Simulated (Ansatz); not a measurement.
# CH3FO: energies up the ladder

Wanted for CH3FO: energies up the ladder.

Program: Ansatz 0.2.0. Level of theory: the levels named in each step. These are calculated values, not measurements.

## 1. The starting structure

Bond lengths: C1–O2 1.390 Å, O2–F3 1.420 Å, C1–H4 1.099 Å, C1–H5 1.091 Å, C1–H6 1.090 Å. Angles: C1–O2–F3 109.7°, O2–C1–H4 112.2°, O2–C1–H5 102.4°, O2–C1–H6 112.4°, H4–C1–H5 109.6°, H4–C1–H6 110.3°, H5–C1–H6 109.8°.

Structure file:

```xyz
6

C    -1.2196   -0.2210   -0.0490
O    -0.0692    0.5600   -0.0552
F     1.0740   -0.2706    0.0856
H    -1.3469   -0.7637    0.8979
H    -2.0093    0.5242   -0.1519
H    -1.2555   -0.9145   -0.8894
```

## 2. A rough first relaxation, PBE-D4/def2-SVP

Contents of input.yaml:

```yaml
crystal:
  periodic: [false, false, false]
  atoms:
    - { symbol: C, position_ang: [-1.21963, -0.22097, -0.04897] }
    - { symbol: O, position_ang: [-0.0692, 0.55998, -0.0552] }
    - { symbol: F, position_ang: [1.07396, -0.27062, 0.08561] }
    - { symbol: H, position_ang: [-1.34691, -0.76369, 0.89789] }
    - { symbol: H, position_ang: [-2.00935, 0.52424, -0.15185] }
    - { symbol: H, position_ang: [-1.25547, -0.91451, -0.88942] }
basis:
  gaussian: { orbitals: def2-SVP }
hamiltonian:
  xc: pbe
  dispersion: d4
relax:
  f_tol: 0.03
  max_steps: 200
```

The run is started by

```bash
$ ansatz run input.yaml --threads 4 --pin off --max-ram 10240MiB --backend cpu --events-out ev --progress --plain --runs-dir out
```

The runs that follow: Relaxation, PBE0-D4/def2-TZVPP; Frequencies, PBE0-D4/def2-TZVPP; Single point, PBE-D4/def2-TZVPP; Single point, r2SCAN-D4/def2-TZVPP; Single point, B3LYP-D4/def2-TZVPP; Single point, wB97M-V/def2-TZVPP; Single point, B2PLYP/def2-TZVPP; Single point, LDA/def2-TZVPP; Single point, PBE0-D4/def2-SVP; Single point, PBE-D4/def2-SVP; Single point, CCSD(T)/def2-TZVPP; Single point, CCSD(T)/def2-QZVPP.

What does the calculation give? Wanted: C1–O2 at PBE0-D4/def2-TZVPP; O2–F3 at PBE0-D4/def2-TZVPP; frequencies at PBE0-D4/def2-TZVPP; energy at CCSD(T)/CBS.

The runs gave:

| quantity | value |
| --- | --- |
| C1–O2 at PBE0-D4/def2-TZVPP | 1.401 Å |
| O2–F3 at PBE0-D4/def2-TZVPP | 1.418 Å |
| frequencies at PBE0-D4/def2-TZVPP | 264 to 3135 cm⁻¹ |
| energy at CCSD(T)/CBS | -5841.614 eV |

In words: No mode is imaginary, so the geometry is a minimum. These totals serve in differences with atoms or fragments at the same level; alone they don't rank the methods.
